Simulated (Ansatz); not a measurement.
Basis-set extrapolation for `CC(C)CF` (PBE0-D4/def2-TZVP geometry, frozen core, Ansatz). Multiplicity 1, RHF reference.

|  | def2-TZVPP | def2-QZVPP |
| --- | --- | --- |
| HF | -256.255382 | -256.267156 |
| MP2 correlation | -0.954449 | -1.022798 |
| CCSD(T) correlation | -1.037439 | not run |

Energies in hartree. Use E(X) = E(∞) + A·exp(−7.88·√X) for Hartree–Fock and E(X) = E(∞) + B·X^(−2.97) for correlation, with X = 3 and 4, and add CCSD(T) minus MP2 of the smaller set to the MP2 limit.

**Question.** What is the CCSD(T) energy at the basis-set limit?

**Answer.** HF limit: -256.267156 + (-0.011774) × 0.13774 = -256.26878. MP2 limit: -1.022798 + (-0.068349) × 0.74074 = -1.07343. Higher-order term: -1.037439 − (-0.954449) = -0.08299. Total: -257.42520 hartree, 347.6 kJ/mol below CCSD(T)/def2-TZVPP.
